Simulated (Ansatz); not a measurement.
Write a Python script for Ansatz 0.2.0 through its Python package that makes a search for lower mean-field states of FNa (charge +1). Settings (for the species named): Hartree-Fock, 6-31G* basis, multiplicity 2.

```yaml
atoms:
  - { symbol: Na, position_ang: [0.0000, 0.0000, 0.0000] }
  - { symbol: F, position_ang: [0.0000, 0.0000, 2.2900] }
```

`fna_states.py`:
```python
"""Restricted and unrestricted solutions of FNa(+), stretched and not."""

import ansatz as az
import numpy as np

GEOMETRY = """
Na    0.00000    0.00000    0.00000
F     0.00000    0.00000    2.29000
"""

system = az.Crystal.molecule()
for line in GEOMETRY.strip().splitlines():
    symbol, *xyz = line.split()
    system = system.atom(symbol, [float(v) for v in xyz])
symbols = [site.symbol for site in system.cartesian_sites]

start = np.array([site.position_ang for site in system.cartesian_sites])
for factor in [1.0, 1.5]:
    xyz = (start - start.mean(axis=0)) * factor
    scaled = az.Crystal.molecule()
    for symbol, place in zip(symbols, xyz):
        scaled = scaled.atom(symbol, place.tolist())
    base = (
        scaled.calculation()
        .basis(gaussian="6-31G*")
        .functional("hf")
        .charge(1)
        .spin("collinear", total=1)
    )
    for search in ("off", "standard"):
        try:
            summary = base.scf(lower_state_search=search).run(threads=1, backend="cpu").report
        except az.AnsatzError as error:
            print(f"x{factor} search {search}: {type(error).__name__}")
            continue
        state = summary["mean_field"]["state"]
        print(f"all distances x{factor}, search {search:8s} E = {summary['free_energy_ev']:.5f} eV  <S^2> = {abs(state['spin_squared']):.3f}  other states met: {len(summary['mean_field']['others'])}")
```

Output of `python fna_states.py`:
```text
all distances x1.0, search off      E = -7103.06439 eV  <S^2> = 0.753  other states met: 0
all distances x1.0, search standard E = -7103.06439 eV  <S^2> = 0.753  other states met: 4
all distances x1.5, search off      E = -7102.94556 eV  <S^2> = 0.753  other states met: 0
all distances x1.5, search standard E = -7102.94556 eV  <S^2> = 0.753  other states met: 3
```

Caveats:
- Total energies depend on the basis set; only differences at equal settings carry meaning.
- The count of other states can hold repeated and symmetry-equivalent ends of the search; scaling all distances is a test, and for more than two atoms no physical path.
- The species is open-shell (spin multiplicity 2).
- The spin state was assumed, and another may lie lower.
- Hardware and time: 1 s on 1 thread of Intel(R) Xeon(R) 6975P-C (Granite Rapids) (shared host), peak memory 0.14 GiB.

(Lines on the test bed's own set-up are left out of the output.)
